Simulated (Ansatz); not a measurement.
**Iridium, fcc under r²SCAN: convergence with the plane-wave cutoff**

A convergence test of the plane-wave cutoff. The geometry was relaxed under r²SCAN beforehand and stays fixed; 9 values are run, from 150 to 800 eV. Wanted are the values from which on the energy stays within 10 and 1 meV/atom, and the pressure within 0.5 GPa, of the last run. Within the series other settings stay, but some runs also write fields, which adds to their time. Spin polarisation is left out.

Computed with Ansatz 0.2.0 (DFT r²SCAN, plane waves with PAW, scalar-relativistic, unless a step says otherwise).

**1. The system as given**

The structure is cubic, space group Fm-3m (No. 225). Conventional cell: a = 3.846 Å, b = 3.846 Å, c = 3.846 Å, α = 90.00°, β = 90.00°, γ = 90.00°. Around Ir (site symmetry m-3m) lie 12 Ir at 2.72 Å.

Structure file:

```
Ir
1.0
     0.00000    1.92285    1.92285
     1.92285    0.00000    1.92285
     1.92285    1.92285    0.00000
Ir
1
Direct
  0.00000 0.00000 0.00000
```

**2. A run at the usual settings, for scale**

File input.yaml:

```yaml
crystal:
  lattice:
    - [0.0, 1.9228496764, 1.9228496764]
    - [1.9228496764, 0.0, 1.9228496764]
    - [1.9228496764, 1.9228496764, 0.0]
  atoms:
    - { symbol: Ir, position: [0.0, 0.0, 0.0] }
hamiltonian:
  xc: r2scan
  pseudopotentials:
    kind: paw
    azcp:
      Ir: "pseudopotentials/Ir.paw.azcp"
basis:
  ecutwfc: 500
  fft_grid_basis: typed
kpoints:
  mp_grid: { grid: [23, 23, 23], shift: [0, 0, 0] }
magnetization:
  spin_polarized: false
scf:
  occupations: { method: fermi_dirac, width: 0.1 }
  lower_state_search: "off"
output:
  stress: true
```

On the command line:

```sh
> ansatz run input.yaml --threads 2 --pin off --max-ram 5120MiB --backend cpu --events-out ev --progress --plain --runs-dir out
```

**3. Cutoff 150 eV**

The run at 150 eV.

Changes to input.yaml since step 2:

```diff
@@ -14,6 +14,6 @@
 basis:
-  ecutwfc: 500
+  ecutwfc: 150
   fft_grid_basis: typed
 kpoints:
-  mp_grid: { grid: [23, 23, 23], shift: [0, 0, 0] }
+  mp_grid: { grid: [14, 14, 14], shift: [0, 0, 0] }
 magnetization:
@@ -25 +25,5 @@
   stress: true
+  write_density: true
+  write_potential: true
+  elf: true
+  volumetric_format: npy
```

**4. Cutoff 200 eV**

The run at 200 eV.

Changes to input.yaml since step 3:

```diff
@@ -14,3 +14,3 @@
 basis:
-  ecutwfc: 150
+  ecutwfc: 200
   fft_grid_basis: typed
@@ -25,5 +25 @@
   stress: true
-  write_density: true
-  write_potential: true
-  elf: true
-  volumetric_format: npy
```

**5. Cutoff 250 eV**

The run at 250 eV.

Changes to input.yaml since step 4:

```diff
@@ -14,3 +14,3 @@
 basis:
-  ecutwfc: 200
+  ecutwfc: 250
   fft_grid_basis: typed
@@ -25 +25,5 @@
   stress: true
+  write_density: true
+  write_potential: true
+  elf: true
+  volumetric_format: npy
```

**6. Cutoff 300 eV**

The run at 300 eV.

Changes to input.yaml since step 5:

```diff
@@ -14,3 +14,3 @@
 basis:
-  ecutwfc: 250
+  ecutwfc: 300
   fft_grid_basis: typed
@@ -25,5 +25 @@
   stress: true
-  write_density: true
-  write_potential: true
-  elf: true
-  volumetric_format: npy
```

**7. Cutoff 350 eV**

The run at 350 eV.

Changes to input.yaml since step 6:

```diff
@@ -14,3 +14,3 @@
 basis:
-  ecutwfc: 300
+  ecutwfc: 350
   fft_grid_basis: typed
```

**8. Cutoff 420 eV**

The run at 420 eV.

Changes to input.yaml since step 7:

```diff
@@ -14,3 +14,3 @@
 basis:
-  ecutwfc: 350
+  ecutwfc: 420
   fft_grid_basis: typed
```

**9. Cutoff 500 eV**

The run at 500 eV.

Changes to input.yaml since step 8:

```diff
@@ -14,3 +14,3 @@
 basis:
-  ecutwfc: 420
+  ecutwfc: 500
   fft_grid_basis: typed
@@ -25 +25,5 @@
   stress: true
+  write_density: true
+  write_potential: true
+  elf: true
+  volumetric_format: npy
```

**10. Cutoff 600 eV**

The run at 600 eV.

Changes to input.yaml since step 9:

```diff
@@ -14,3 +14,3 @@
 basis:
-  ecutwfc: 500
+  ecutwfc: 600
   fft_grid_basis: typed
@@ -25,5 +25 @@
   stress: true
-  write_density: true
-  write_potential: true
-  elf: true
-  volumetric_format: npy
```

**11. Cutoff 800 eV**

The run at 800 eV.

Changes to input.yaml since step 10:

```diff
@@ -14,3 +14,3 @@
 basis:
-  ecutwfc: 600
+  ecutwfc: 800
   fft_grid_basis: typed
```

(Steps that only read results are left out.)

Before running it: what results should come out?

**Answer**, as computed:

| quantity | value |
| --- | --- |
| E(σ → 0) stays within 10 meV/atom of 800 eV | from 420 eV on |
| E(σ → 0) stays within 1 meV/atom | not reached before 800 eV |
| pressure stays within 0.5 GPa | from 350 eV on |
| pressure at 800 eV | -0.03 GPa |
| CPU time, dearest over cheapest | 3.7 |
| run at the usual settings (mesh 23×23×23 against the series' 14×14×14, 500 eV) | -7.9 meV/atom from 800 eV, -0.26 GPa |

What this shows: The far end, 150 eV, lies +44923 meV/atom and -151.7 GPa from the yardstick. Each step up in cutoff lowers the energy. The total energy has not settled to 1 meV/atom before the last cutoff.
